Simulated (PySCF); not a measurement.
acetylene: removing and adding an electron

Molecule: acetylene, `C#C` (C2H2). Non-hydrogen atoms are numbered in `[CH:1]#[CH:2]`.

Level of theory: ωB97X-D3(BJ)/ma-def2-TZVP single points in PySCF, grid level 2; every species was optimised with PBE0-D3(BJ)/ma-def2-SVP. The prefix ma- adds one diffuse s and one diffuse p function on all atoms but H. ωB97X-D3(BJ) is ωB97X-V with D3(BJ) in place of VV10. Zero-point and thermal terms (298.15 K, 1 bar) come from unscaled PBE0-D3(BJ)/ma-def2-SVP harmonic frequencies, with soft modes damped to free rotors in the entropy.

Frontier levels of the parent: HOMO -10.91 eV, LUMO 1.41 eV.

Oxidation to the radical cation:
```
Vertical ionisation energy (electronic)              : 11.31 eV
Adiabatic ionisation energy (with zero-point energy) : 11.23 eV
Adiabatic, electronic part                           : 11.26 eV
Vertical gap at the product's structure              : 11.08 eV
Inner reorganisation energy (four-point)             : 229 meV
Relaxation of product / of parent                    : 47 / 183 meV
⟨S²⟩ of the product                                  : 0.752
Largest spin populations                             : C2 0.52, C1 0.52
Largest changes of atomic charge                     : C1 0.39, C2 0.39, H (on C2) 0.11, H (on C1) 0.11
Distances that move most (Å)                         : C1–C2 1.210 → 1.254; C1–H 1.075 → 1.093; C2–H 1.075 → 1.093
```

Vertical electron affinity to the radical anion: -1.29 eV. The extra electron is not bound at this structure, the number hangs on the basis, and the ion was not relaxed.

Against the Active Thermochemical Tables (version 1.112): ionisation energy to the radical cation 11.40 (computed 11.23, error -0.17) eV.

Measured values (NIST Chemistry WebBook, evaluated or the median of agreeing entries): vertical ionisation energy 11.46 eV (computed 11.31, difference -0.15); adiabatic ionisation energy 11.40 eV (computed 11.23, difference -0.17).

Caveats: the split of the reorganisation energy is sensitive to the structures, which come from another level (PBE0-D3(BJ)/ma-def2-SVP).

Run with `OMP_NUM_THREADS=1 python redox_run.py task.json out` on 1 thread of Arm Neoverse V2, a shared host. Structures, frequencies and single points: 26 s of wall time.
